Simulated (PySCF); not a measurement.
How well do the runs reproduce experiment for ketene?

**Measured values to compare with.**

NIST CCCBDB Release 22 (SRD 101), experimental dipoles lists, for the gas: dipole moment (microwave Stark effect) 1.42 D.

The runs below try to reproduce these values; the comparison stands at the end.

Compound: ketene, C2H2O.
Numbering: `[CH2:1]=[C:2]=[O:3]` (hydrogens: H4, H5 on C1)

Cartesian coordinates in Å at the PBE0/6-31+G* level; atoms count from 1:
```
atom  x, y, z in Å
C1    -0.583   -0.006    0.200
C2     0.671   -0.038   -0.189
O3     1.786   -0.066   -0.536
H4    -1.178   -0.912    0.177
H5    -1.013    0.928    0.542
```

The PySCF runs (gas phase, on this PBE0/6-31+G* geometry; no spin–orbit coupling):

```tsv
level	job	basis functions	wall time
PBE0/6-31+G*, grid level 1	geometry optimisation from a GFN2-xTB start	58	4.3 s
```

Hardware: one thread of an Arm Neoverse N1, no GPU (shared host).

All basis functions are spherical.

**Comparison with experiment**

**Dipole moment.** Measured: 1.42 D (NIST CCCBDB Release 22 (SRD 101), experimental dipoles).

| level | computed (D) | computed − measured (D) | % (from the printed values) |
| --- | --- | --- | --- |
| PBE0/6-31+G* | 1.59 | +0.17 | +12 |

The computed dipoles belong to one fixed geometry; measured ones are averaged over vibrations unless marked μe. Magnitudes are compared, not signs.

No measured geometry was used, and the causes of the misses weren't examined.
